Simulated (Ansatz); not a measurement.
Litharge PbO, treated with PBE-D4 (Ansatz, a first-principles code, plane waves, PAW).

Settings: plane-wave cutoff 500 eV, 8×8×8 k mesh, gaussian smearing 0.02 eV, scalar-relativistic PAW data made under PBE.

Computed at the level's own relaxed cell.

Predict the volume per atom, lattice parameter a and c axis length.


- volume per atom = 20.18 Å³/atom
- lattice parameter a = 4.037 Å
- c axis length = 4.954 Å

Measured, for comparison: lattice constant a 3.975 Å (room temperature, not corrected to a static lattice, our sources range from 3.964 to 3.975; as tabulated in Canepa et al. (2012), arXiv:1204.2842); lattice parameter c 5.023 Å (room temperature, not corrected to a static lattice, our sources range from 4.995 to 5.023; as tabulated in Canepa et al. (2012), arXiv:1204.2842). Computed (rounded) less measured: lattice constant a +1.6 % (+1.6 % to +1.8 % over the range), lattice parameter c -1.4 % (-0.8 % to -1.4 % over the range). A static lattice is as a rule a little smaller and stiffer than an uncorrected measurement, which narrows the difference in the lattice parameter c and would widen misses of the other sign.

Note: a distance lies near a switch of the dispersion term, which can move the cell.

Spin–orbit coupling is not included; it can shift volumes and moduli of such heavy elements.

Static lattice: no zero-point or thermal effects.

Cost on a shared machine: about 50 core-seconds (a rough figure).
